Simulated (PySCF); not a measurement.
# Core-level binding energies of Si(SH)H3

Species: Si(SH)H3.
Z-matrix (Å and degrees, PBE0-D3(BJ)/def2-SVP geometry), rows numbered from 1:
```
Si
S   1  2.1486
H   2  1.3516  1   94.90
H   1  1.4899  2  104.92  3   178.93
H   1  1.4934  2  111.83  3    59.97
H   1  1.4935  2  112.02  3   -62.12
```

Computed with PySCF, delta-SCF UKS SCAN, pcX-2 on the ionised atom, pcseg-1 elsewhere, spin-free X2C. These are vertical core ionisation energies against the vacuum level, from separate self-consistent calculations with and without the core hole.

**Question.** List the computed XPS lines with their assignment.

**Answer.** 
```json
{"atom(s)": "S2", "environment": "sulfur bonded to Si and H", "level": "S 1s", "binding energy (eV)": "2477.36", "2p1/2 (eV)": "–", "count": "1"}
{"atom(s)": "Si1", "environment": "silicon bonded to S and 3 H", "level": "Si 1s", "binding energy (eV)": "1847.30", "2p1/2 (eV)": "–", "count": "1"}
{"atom(s)": "Si1", "environment": "silicon bonded to S and 3 H", "level": "Si 2p3/2", "binding energy (eV)": "107.48", "2p1/2 (eV)": "108.11", "count": "1"}
```

**Question.** Express the binding energy of Si 2p3/2 of Si1 in atomic units and per mole.

**Answer.** 107.48 eV = 3.9498 Eh = 10370 kJ/mol.

**Question.** Which photon energy gives electrons from Si 2p3/2 of Si1 a kinetic energy of 50 eV, and what is their de Broglie wavelength?

**Answer.** hν = 107.48 + 50 = 157.48 eV, recoil neglected; λ = 12.264 Å/√(E/eV) = 1.73 Å.

Not every level is listed. Spin–orbit and ligand-field terms were added within each 2p shell after the spin-free SCF. 2p1/2 minus 2p3/2 (ligand field included): Si 0.62 eV. Isolated species at its PBE0-D3(BJ)/def2-SVP geometry, gas phase.
